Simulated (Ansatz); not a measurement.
# CH4OSi (SMILES C1O[SiH2]1): single points off equilibrium

An exercise on one series of results from a longer session: the logs are not shown, and one member is left open.

Method: single points in def2-TZVPP; program: Ansatz 0.2.0, Gaussian basis.

Correlated methods freeze the cores. B3LYP uses VWN-RPA correlation.

### The system as given

SMILES `C1O[SiH2]1`, 7 atoms, charge 0, spin multiplicity 1.

Atoms are counted from 1 here; the program's logs count them from 0.

Bond lengths: C1–O2 1.521 Å, C1–Si3 1.822 Å, C1–H4 1.053 Å, C1–H5 1.114 Å, O2–Si3 1.593 Å, Si3–H6 1.408 Å, Si3–H7 1.453 Å. Angles: O2–C1–Si3 56.0°, O2–C1–H4 115.2°, O2–C1–H5 113.0°, Si3–C1–H4 121.7°, Si3–C1–H5 121.8°, H4–C1–H5 114.1°, C1–O2–Si3 71.6°, C1–Si3–O2 52.4°, C1–Si3–H6 123.1°, C1–Si3–H7 118.1°, O2–Si3–H6 118.1°, O2–Si3–H7 112.5°, H6–Si3–H7 116.0°.

Coordinates:

```xyz
7

C    -0.5813   -0.2701   -0.7010
O     0.0199   -1.1091    0.4157
Si    0.5195    0.3932    0.5910
H    -1.6255   -0.1448   -0.6559
H    -0.2000   -0.5497   -1.7100
H     0.0508    1.1216    1.7009
H     1.9294    0.5511    0.2753
```

Set-up of the first run:

The input, run/in.yaml:

```yaml
crystal:
  periodic: [false, false, false]
  atoms:
    - {symbol: C, position_ang: [-0.581300, -0.270100, -0.701000]}
    - {symbol: O, position_ang: [0.019900, -1.109100, 0.415700]}
    - {symbol: Si, position_ang: [0.519500, 0.393200, 0.591000]}
    - {symbol: H, position_ang: [-1.625500, -0.144800, -0.655900]}
    - {symbol: H, position_ang: [-0.200000, -0.549700, -1.710000]}
    - {symbol: H, position_ang: [0.050800, 1.121600, 1.700900]}
    - {symbol: H, position_ang: [1.929400, 0.551100, 0.275300]}
basis:
  gaussian: {orbitals: def2-TZVPP}
correlation: {method: ccsd_t}
output: {forces: true}
```

The command line of these runs was not kept.

Steps of the session up to this table: CCSD(T)/def2-TZVPP; PBE0-D4/def2-TZVPP; wB97M-V/def2-TZVPP; r2SCAN-D4/def2-TZVPP; PBE-D4/def2-TZVPP; B3LYP-D4/def2-TZVPP; r2SCANh-D4/def2-TZVPP.

One of the session's tables, all rows but one given; the rest of the session is left out.

```
    method  RMS force component (eV/Å)  angle to CCSD(T) forces (°)  dipole (D)
   CCSD(T)                       0.965                    reference        1.79
   PBE0-D4                       0.963                         12.5        1.75
   wB97M-V                       0.928                          7.8        1.83
 r2SCAN-D4                           ?                            ?           ?
    PBE-D4                       1.074                          7.9        1.57
  B3LYP-D4                       0.935                          3.6        1.80
r2SCANh-D4                       0.937                          9.7        1.72
```

**Question.** Estimate the row for r2SCAN-D4.

The run gave: RMS force component (eV/Å): 0.964; angle to CCSD(T) forces (°): 5.9; dipole (D): 1.66. In the column «RMS force component (eV/Å)» it lies between PBE0-D4 (0.963) and CCSD(T) (0.965).
